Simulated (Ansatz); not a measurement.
Diamond-structure Si, treated with LDA (Ansatz, a program for electronic structure, PAW).

Run with plane-wave cutoff 520 eV, 12×12×12 k mesh, perturbation theory, force constants from a 4×4×4 q mesh, scalar-relativistic PAW data made under PBE.

Computed at the level's own relaxed cell.

Harmonic phonon frequencies (cm⁻¹; i marks an imaginary mode):

```
q point  frequencies
-------  -----------
Γ                ___
```

Q: What belongs in the gaps?

A: 
- Γ, frequencies: 0 0 0 513 513 513

Measured, for comparison: zone-centre TO phonon frequency 525 cm⁻¹ (low temperature, zero-point motion not removed; as tabulated in Tanner et al. (2021), arXiv:2110.11888). Computed (rounded) less measured: zone-centre TO phonon frequency -2 %.
